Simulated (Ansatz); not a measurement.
Scan of SiH₄, triplet

All five atoms lie in one plane.

Starting geometry (PBE0/def2-TZVP stationary point for this spin, not checked as a minimum):

```csv
atom,x (Å),y (Å),z (Å)
Si,0.0000,0.0000,0.0000
H,-0.0115,1.0851,1.0776
H,-0.0165,-1.0776,1.0850
H,0.0165,1.0776,-1.0850
H,0.0115,-1.0851,-1.0776
```

From there H2 moves along the line of the two atoms named below, all else staying in place; atoms are numbered as listed. Energies are in kJ/mol, counted from the starting geometry at the same level. Kohn–Sham curves are unrestricted where that lies lower.

Basis cc-pVDZ; Ansatz 0.2.0. Only valence electrons are correlated (noble-gas cores frozen).

Full CI is exact within this basis and frozen core; it isn't the basis-set limit.

| distance Si1-H2 (Å) | PBE |
| --- | --- |
| 1.350 | 35.3 |
| 1.529 | 0.0 |
| 1.660 | 4.1 |
| 2.136 | 67.8 |
| 2.840 | 104.2 |
| 4.124 | 108.3 |

Question: Estimate the full CI curve in cc-pVDZ from this one, knowing how PBE errs.

Answer: The computed full CI values, in kJ/mol from the starting point, and the error of PBE against them:
```
distance Si1-H2 (Å)  full CI  PBE less full CI
              1.350     32.3               3.0
              1.529      0.0               0.0
              1.660      5.6              -1.5
              2.136     58.6               9.1
              2.840     69.9              34.3
              4.124     68.3              40.0
```

PBE at 4.124 Å lies 40.0 kJ/mol (59 %) above the reference in this basis.

In so small a basis the reference is far from its limit while semilocal and hybrid functionals are nearer theirs, so the functionals' errors here hold much of the reference's basis and frozen-core error, which can add to them or hide them.
